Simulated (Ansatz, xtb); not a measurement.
**Two isomers of C3H3NS**

We compare X, `N#C/C=C/S`, a singlet, with Y, `N#C/C=C\S`, a singlet. Both are isolated molecules in the gas phase, relaxed with PBE-D3(BJ)/def2-SVP; the shapes shown needn't be the lowest conformers.

X (Å):

```xyz
8

C    -1.3445   -2.4081   -1.4760
C    -0.5088   -1.3755   -0.9674
C     0.2685   -1.5505    0.1380
N    -2.0415   -3.2502   -1.9107
S     1.3409   -0.4036    0.8901
H    -0.5175   -0.4162   -1.5128
H     0.2612   -2.5181    0.6671
H     1.1165    0.6277    0.0248
```

Y (Å):

```yaml
atoms:
  - { symbol: C, position_ang: [-1.1786, -2.1083, -1.7616] }
  - { symbol: C, position_ang: [-0.2969, -2.3144, -0.6650] }
  - { symbol: C, position_ang: [0.2711, -1.3033, 0.0517] }
  - { symbol: N, position_ang: [-1.9081, -1.9400, -2.6689] }
  - { symbol: S, position_ang: [0.0046, 0.3966, -0.2648] }
  - { symbol: H, position_ang: [-0.0681, -3.3557, -0.3892] }
  - { symbol: H, position_ang: [0.9431, -1.5530, 0.8868] }
  - { symbol: H, position_ang: [0.8063, 0.8458, 0.7387] }
```

Q: Estimate E(Y) − E(X) at the level CCSD(T)/def2-SVP + ΔMP2/def2-TZVPP.

A: CCSD(T)/def2-SVP + ΔMP2/def2-TZVPP gives E(Y) − E(X) = −0.009 eV, slightly favouring structure Y, which is too small a margin to settle the true order.

Level by level:

```
                             level             geometry  E(Y) − E(X) (eV)  departure from the last row (eV)  job, with rough time for the two
                          GFN2-xTB             GFN2-xTB              +0.116                            +0.125              optimisation, 0.16 s
                         HF/STO-3G             GFN2-xTB              +0.047                            +0.056              single point, 0.38 s
                r2SCAN-D4/def2-SVP             GFN2-xTB              +0.001                            +0.010               single point, 2.6 s
               PBE-D3(BJ)/def2-SVP  PBE-D3(BJ)/def2-SVP              +0.014                            +0.023                optimisation, 14 s
                       HF/def2-SVP  PBE-D3(BJ)/def2-SVP              +0.027                            +0.036           part of the CCSD(T) run
                      MP2/def2-SVP  PBE-D3(BJ)/def2-SVP              +0.014                            +0.023           part of the CCSD(T) run
                  CCSD(T)/def2-SVP  PBE-D3(BJ)/def2-SVP              +0.018                            +0.027                      single point
CCSD(T)/def2-SVP + ΔMP2/def2-TZVPP  PBE-D3(BJ)/def2-SVP              −0.009                                                  single point, 17 s
```

As drawn, both hold the same kinds of bond in the same numbers.

The largest departure from CCSD(T)/def2-SVP + ΔMP2/def2-TZVPP is that of GFN2-xTB, 0.125 eV. The last row adds to CCSD(T) the change of the MP2 difference between the two basis sets, here −0.027 eV.

With harmonic frequencies from PBE-D3(BJ)/def2-SVP (ideal gas, rigid rotor, one conformer each, 298.15 K, 1 atm): on the last row, ΔE + ΔZPE = −0.006, ΔH = −0.007, ΔG = −0.017 eV.

The correlated steps freeze 9 core orbitals. Run with Ansatz 0.2.0, xtb 6.7.1; the last row on 2 threads of AMD EPYC 7R43 64-Core Processor (Zen 3) on a shared host.
